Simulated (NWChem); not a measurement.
# Correlation energy of hydrogen fluoride (HF)

SMILES: F
```xyz
2

F      0.0000     0.0000     0.0925
H      0.0000     0.0000    -0.8323
```
Charge 0, spin multiplicity 1.

Everything below was run with NWChem. The geometry was optimised at B3LYP/def2-SVP, a minimum by its harmonic frequencies.

Basis set: def2-TZVP. Each correlation energy counts from its own Hartree-Fock reference.

The correlated methods keep 1 core orbital frozen. No row is a measurement; the coupled-cluster row has its own basis-set and correlation limits.

Task: One of these methods gave a correlation energy of -276.1 mHa. Which?
A) CCSD(T)
B) SCS-MP2
C) MP2
D) CCSD

Result: A, CCSD(T). The others give -270.2 (CCSD), -261.6 (SCS-MP2), -267.4 (MP2).
